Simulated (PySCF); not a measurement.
## C₂H₃, SMILES `[CH]=C` (charge 0, multiplicity 2)

The numbers are results of PySCF 2.14.0 with TPSSh-D3(BJ)/def2-TZVP, not measurements.

| Item | Value |
|---|---|
| highest occupied spin orbital | -6.26 eV |
| dipole moment | 0.70 D |
| total energy | -77.9423 Ha |
| cost | roughly 40 core-seconds |

Bond lengths (Å): C1–C2 1.306, C1–H3 1.081, C2–H4 1.087, C2–H5 1.093. Bond angles (°): C2–C1–H3 138.2, C1–C2–H4 122.1, C1–C2–H5 121.8, H4–C2–H5 116.0.
Charge 0, spin multiplicity 2.
